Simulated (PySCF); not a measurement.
disilane (H6Si2), SMILES [SiH3][SiH3].

Geometry: B3LYP-D3(BJ)/def2-TZVP.

These are HF/def2-TZVPD (PySCF) values and carry that method's errors.

Symmetry labels are those of the subgroup C2 that the program uses (full group D3).

Computed valence orbital energies around the gap with their symmetry:
```tsv
orbital	symmetry	energy (eV)
HOMO−7	B	-115.00
HOMO−6	A	-20.59
HOMO−5	B	-18.46
HOMO−4	A	-13.61
HOMO−3	B	-13.61
HOMO−2	B	-12.89
HOMO−1	A	-12.89
HOMO	A	-11.02
LUMO	B	1.83
LUMO+1	A	1.99
LUMO+2	A	2.99
LUMO+3	B	2.99
```
